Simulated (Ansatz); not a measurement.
# H₂S₂O (SMILES SOS): single points off equilibrium

How do the functionals fare away from a minimum? The structure is a structure displaced at random from a GFN2-xTB minimum.

Method: single points in def2-TZVPP; program: Ansatz 0.2.0, Gaussian basis.

Cores are frozen in the correlated methods. B3LYP uses VWN-RPA correlation.

### Step 1. Where the work starts

SMILES `SOS`, 5 atoms, charge 0, spin multiplicity 1.

Atoms are counted from 1 here; the program's logs count them from 0.

Bond lengths: S1–O2 1.680 Å, S1–H4 1.349 Å, O2–S3 1.697 Å, S3–H5 1.404 Å. Angles: O2–S1–H4 96.2°, S1–O2–S3 125.1°, O2–S3–H5 97.6°.

As a file:

| atom | x (Å) | y (Å) | z (Å) |
| --- | --- | --- | --- |
| S1 | -0.93720 | 0.11600 | -1.18610 |
| O2 | -0.13780 | 0.59010 | 0.21390 |
| S3 | 1.01950 | -0.33850 | 1.03790 |
| H4 | -1.88950 | -0.61320 | -0.56950 |
| H5 | 2.16400 | 0.24530 | 0.47100 |

### Step 2. CCSD(T)/def2-TZVPP

Input file run/in.yaml:

```yaml
crystal:
  periodic: [false, false, false]
  atoms:
    - {symbol: S, position_ang: [-0.937200, 0.116000, -1.186100]}
    - {symbol: O, position_ang: [-0.137800, 0.590100, 0.213900]}
    - {symbol: S, position_ang: [1.019500, -0.338500, 1.037900]}
    - {symbol: H, position_ang: [-1.889500, -0.613200, -0.569500]}
    - {symbol: H, position_ang: [2.164000, 0.245300, 0.471000]}
basis:
  gaussian: {orbitals: def2-TZVPP}
correlation: {method: ccsd_t}
output: {forces: true}
```

The command line of these runs was not kept.

### Step 3. PBE0-D4/def2-TZVPP

Edit run/in.yaml of step 2 so:

```diff
@@ -10,3 +10,3 @@
   gaussian: {orbitals: def2-TZVPP}
-correlation: {method: ccsd_t}
-output: {forces: true}
+hamiltonian: {xc: pbe0, dispersion: d4}
+output: {forces: true, orbitals: {seedname: orbitals}}
```

### Step 4. wB97M-V/def2-TZVPP

Edit run/in.yaml of step 3 so:

```diff
@@ -10,3 +10,3 @@
   gaussian: {orbitals: def2-TZVPP}
-hamiltonian: {xc: pbe0, dispersion: d4}
-output: {forces: true, orbitals: {seedname: orbitals}}
+hamiltonian: {xc: {name: wB97M-V}}
+output: {forces: true}
```

### Step 5. r2SCAN-D4/def2-TZVPP

Edit run/in.yaml of step 4 so:

```diff
@@ -10,3 +10,3 @@
   gaussian: {orbitals: def2-TZVPP}
-hamiltonian: {xc: {name: wB97M-V}}
+hamiltonian: {xc: r2scan, dispersion: d4}
 output: {forces: true}
```

### Step 6. PBE-D4/def2-TZVPP

Edit run/in.yaml of step 5 so:

```diff
@@ -10,3 +10,3 @@
   gaussian: {orbitals: def2-TZVPP}
-hamiltonian: {xc: r2scan, dispersion: d4}
+hamiltonian: {xc: pbe, dispersion: d4}
 output: {forces: true}
```

### Step 7. B3LYP-D4/def2-TZVPP

Edit run/in.yaml of step 6 so:

```diff
@@ -10,3 +10,3 @@
   gaussian: {orbitals: def2-TZVPP}
-hamiltonian: {xc: pbe, dispersion: d4}
+hamiltonian: {xc: {name: B3LYP}, dispersion: d4}
 output: {forces: true}
```

### Step 8. r2SCANh-D4/def2-TZVPP

Edit run/in.yaml of step 7 so:

```diff
@@ -10,3 +10,3 @@
   gaussian: {orbitals: def2-TZVPP}
-hamiltonian: {xc: {name: B3LYP}, dispersion: d4}
+hamiltonian: {xc: {name: r2SCANh}, dispersion: d4}
 output: {forces: true}
```

(Steps that only read results are left out.)

Q: Predict the outcome of this session. Wanted: energy less free atoms, CCSD(T)/def2-TZVPP; RMS force component; RMS force error; HOMO and LUMO, PBE0-D4; T1 diagnostic.

The runs gave:

| quantity | value |
| --- | --- |
| energy less free atoms, CCSD(T)/def2-TZVPP | -1203.5 kJ/mol |
| RMS force component | 0.438 to 0.570 eV/Å over the methods |
| RMS force error | PBE0-D4 0.170, wB97M-V 0.142, r2SCAN-D4 0.099, PBE-D4 0.282, B3LYP-D4 0.093, r2SCANh-D4 0.092 eV/Å |
| HOMO and LUMO, PBE0-D4 | -7.17 and -1.96 eV |
| T1 diagnostic | 0.016 |

In words: Against CCSD(T) the functionals' energies less atoms differ by -131.2 to -45.0 kJ/mol, PBE-D4 by -131.2 kJ/mol. CCSD(T) in triple zeta still lacks some correlation energy of the bonds, so part of these gaps is its own basis error and they don't rank the functionals. On forces the order runs from r2SCANh-D4 to PBE-D4. Frozen-core CCSD(T) forces in triple zeta carry basis errors of their own, and this is one geometry, so small gaps rank nothing.
